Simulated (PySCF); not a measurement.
Compound: CH₅OSi (doublet state).
Z-matrix (Å and degrees, GFN2-xTB geometry), rows numbered from 1:
```
O 
C   1  1.4277
Si  2  1.9083  1  110.27
H   1  0.9623  2  108.52  3    63.68
H   2  1.0908  1  104.92  3   119.76
H   2  1.0975  1  109.78  3  -125.31
H   3  1.4542  2  112.77  1    67.43
H   3  1.4626  2  109.86  1   -58.98
```

The hyperfine couplings belong to this conformer and change with its torsions.

As a line formula: `C(O)[SiH2]` [radical].

Method: UKS B3LYP, pcH-1 on C H O Si, non-relativistic, mean-field spin-orbit, GIAO in PySCF. One conformer (not necessarily the lowest) at the GFN2-xTB geometry, without solvent, vibrations or thermal averaging. The geometry wasn't refined by DFT: couplings that depend on bond lengths, twists or pyramidal angles can differ widely from those at the functional's own minimum, by a factor of two or more for some ions and for spin on atoms past the first row. Stability of the SCF solution: not tested.

Q: Give the principal g shifts and their parts.

A: 
```tsv
Δg (ppm)	1	2	3
relativistic mass correction	-143	-143	-143
gauge correction	23	70	53
orbital Zeeman/spin–orbit	-153	640	1949
total	-274	567	1859
```

So g = 2.00205, 2.00289, 2.00418 and g_iso = 2.00304; the tensor is rhombic: the two nearest values differ by 39 % of g3 − g1. 

Q: What effective moment and Curie constant follow for a powder?

A: With the mean of g² = 4.0122 and S(S+1) = 0.75: μ_eff = √(⟨g²⟩S(S+1)) = 1.735 μB and χT = 0.12505·⟨g²⟩·S(S+1) = 0.376 cm³ K/mol (cgs; spin-Hamiltonian part alone).

Q: At 94.053 GHz, how far is the centre of the isotropic spectrum from where a free electron (g = 2.002319) resonates?

A: B = hν/(g μB) with μB/h = 13.99624 MHz/mT gives 3356.05 mT for the free electron and 3354.84 mT at g_iso, 1.20 mT lower.

Q: What are the electron Larmor frequencies g μB B/h along the three axes at 1200 mT?

A: 33.6253, 33.6395, 33.6612 GHz for g1, g2 and g3, a range of 35.8 MHz.

Q: In a frozen sample, at which fields do the three g values resonate at 9.5, 34, 94 and 263 GHz (hyperfine left aside), and which band first spreads them over more than twice a line width of 1.0 mT?

A: 
```json
{"band": "X", "GHz": "9.5", "B(g3) mT": "338.67", "B(g2) mT": "338.89", "B(g1) mT": "339.03", "spread mT": "0.36"}
{"band": "Q", "GHz": "34.0", "B(g3) mT": "1212.08", "B(g2) mT": "1212.86", "B(g1) mT": "1213.37", "spread mT": "1.29"}
{"band": "W", "GHz": "94.0", "B(g3) mT": "3351.04", "B(g2) mT": "3353.20", "B(g1) mT": "3354.61", "spread mT": "3.57"}
{"band": "J", "GHz": "263.0", "B(g3) mT": "9375.79", "B(g2) mT": "9381.84", "B(g1) mT": "9385.78", "spread mT": "9.99"}
```

The spread grows in proportion to the frequency. W band is the first where it exceeds 2.0 mT.

The largest Mulliken spin population is on Si3 (+0.96). The angles at Si3 add up to 335.2°, so it is pyramidal.

The HOMO–LUMO gaps are 6.19 eV among the α and 4.62 eV among the β orbitals.
